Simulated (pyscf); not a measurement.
Single points on ωB97X-D3(BJ)/def2-SVP structures (PySCF, gas phase). Correlated levels are frozen-core, on RHF or UHF. ΔMP2 is the change of the MP2 total energy from the triple- to the quadruple-zeta basis.

Problem. What is the homolytic dissociation enthalpy (298 K, CCSD(T)/def2-TZVPP + ΔMP2(QZVPP)) of the Cl–Si bond of silicon tetrachloride (Cl–Si(Cl)(Cl)–Cl), to Cl• + Cl–Si•(Cl)–Cl?

Solution. Cl–Si to Cl• + Cl–Si•(Cl)–Cl: 457.7 kJ/mol. The CCSD(T) − MP2 part came from Ansatz, without density fitting, on the same reference. Left out: the spin-orbit lowering of Cl.
